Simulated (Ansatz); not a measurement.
System: dilithium, Li2, net charge 0, singlet state. 
Structure (B3LYP-D3(BJ)/def2-TZVP (Ansatz, a program for electronic structure) minimum search):
```
Li
Li 1 2.7220
```

Basis-set convergence of Hartree-Fock and CCSD(T) correlation energies (hartree) with Ansatz. Valence correlation only, unless marked. No spin-orbit coupling. No relativistic terms.

The Hartree-Fock reference is unstable (checked in the largest basis), which strains HF and MP2. 

```tsv
basis	functions	E(HF)	E(corr, CCSD(T))
def2-SVPD	24	-14.85587	-0.02679
def2-TZVPPD	44	-14.87119	-0.02996
def2-QZVPPD	70	-14.87172	-0.03165
```

Extrapolating the two largest sets (X = 3 and 4) as X^-3: E(corr) = (64·(-0.03165) - 27·(-0.02996))/37 = -0.0329 Eh, an estimate of the basis-set limit. The largest set recovers 96.2 % of it, the smallest 81.5 %.
